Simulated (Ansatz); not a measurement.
A made-up structure of Al2H5S (charge +1), singlet:

| atom | x (Å) | y (Å) | z (Å) |
| --- | --- | --- | --- |
| Al1 | -1.5971 | 1.1976 | -1.0385 |
| S2 | 0.4478 | 0.5017 | 0.0923 |
| Al3 | 1.2151 | -1.6681 | 0.8967 |
| H4 | -2.5945 | -0.1742 | -1.4444 |
| H5 | -1.5099 | 2.8669 | -1.1365 |
| H6 | 1.2763 | 1.5807 | 0.4862 |
| H7 | 2.6411 | -1.3630 | 1.7198 |
| H8 | 0.1212 | -2.9416 | 0.4244 |

It is relaxed with PBE-D4/def2-SVP and then PBE0-D4/def2-TZVP (Ansatz 0.2.0). Atoms count as bonded within 1.22 times the sum of their covalent radii (H–H: 0.88 Å). The end point is not checked to be a true minimum.

(1) Does its bonding change? (Judge from chemistry; the calculation decides.)

Answers

(1) Computed: No: no bond forms or breaks.

Where it ends: The first stage lowers the energy by 0.62 eV in 9 steps. It ends as Al₂H₅S ([AlH2][SH][AlH2]), total charge +1:
```json
{"atom": "Al1", "x (Å)": "-1.4541", "y (Å)": "1.0766", "z (Å)": "-0.8781"}
{"atom": "S2", "x (Å)": "0.7296", "y (Å)": "0.3678", "z (Å)": "-0.5157"}
{"atom": "Al3", "x (Å)": "1.0582", "y (Å)": "-1.4837", "z (Å)": "0.8507"}
{"atom": "H4", "x (Å)": "-2.3102", "y (Å)": "-0.1563", "z (Å)": "-1.3042"}
{"atom": "H5", "x (Å)": "-1.5624", "y (Å)": "2.6128", "z (Å)": "-0.6284"}
{"atom": "H6", "x (Å)": "1.2764", "y (Å)": "1.3784", "z (Å)": "0.1864"}
{"atom": "H7", "x (Å)": "2.1457", "y (Å)": "-1.1659", "z (Å)": "1.9233"}
{"atom": "H8", "x (Å)": "0.1168", "y (Å)": "-2.6297", "z (Å)": "0.3660"}
```

Labels in which every atom is bracketed show which atoms are joined, not bond orders.

For scale, one of the runs: PBE0-D4/def2-TZVP relaxation, 141 basis functions, launched by `ansatz run in.yaml --threads 2 --pin off --events-out ev --progress --plain --max-ram 4352MiB`. Hardware: 2 CPU threads of an Intel Xeon 6975P-C, shared host. Wall time about 17 s.
